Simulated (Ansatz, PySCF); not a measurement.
Dissociation curve of FLi, singlet.

- RKS-B3LYP/6-311+G** = restricted B3LYP/6-311+G**, spherical d (PySCF)
- RHF/cc-pVDZ (Ansatz, a program for electronic structure)
- UMP2 = MP2 on UHF/cc-pVDZ, frozen core (Ansatz)

Energies are in mEh, each relative to the lowest point of its own curve between 1.34 and 1.94 Å, where full CI is lowest.

```tsv
R / Å	RKS-B3LYP/6-311+G**	RHF	UMP2
1.34	___	30.9	33.6
1.44	7.4	8.5	10.0
1.52	1.2	1.2	1.9
1.60	0.0	0.0	0.0
1.69	2.6	___	2.6
1.77	7.2	9.0	7.6
1.80	9.3	11.5	10.0
1.86	13.9	17.1	15.1
1.94	20.6	25.1	22.8
2.02	___	33.7	31.1
2.08	33.1	40.2	37.5
2.18	42.2	51.2	48.3
2.31	53.8	65.2	62.4
2.48	68.2	83.0	80.6
2.69	___	103.6	102.0
2.96	102.8	127.6	127.4
3.28	121.0	152.6	—
3.64	137.4	176.0	—
4.06	___	197.6	—
4.62	165.9	218.6	—
5.31	177.3	___	—
```

### Question
Some entries are withheld; supply them.

### Answer

- 1.34, RKS-B3LYP/6-311+G**: 25.8
- 1.69, RHF: 3.4
- 2.02, RKS-B3LYP/6-311+G**: 27.7
- 2.69, RKS-B3LYP/6-311+G**: 84.4
- 4.06, RKS-B3LYP/6-311+G**: 152.0
- 5.31, RHF: 236.7

A dash means that the run gave no value there, or that the column was ended at a point which the program doubted or which failed a test of continuity chosen for this set; such a test can also cut sound points.

The scan ran from 1.34 to 6.28 Å; beyond the distances shown full CI changes its symmetry label. The restricted form behind RKS-B3LYP/6-311+G**, RHF keeps the bonding electrons paired and can't separate into open-shell fragments. The unrestricted determinant behind UMP2 is spin-contaminated at 3.28 to 5.31 Å (<S²> up to 1.0, against 0.00 for a pure singlet).
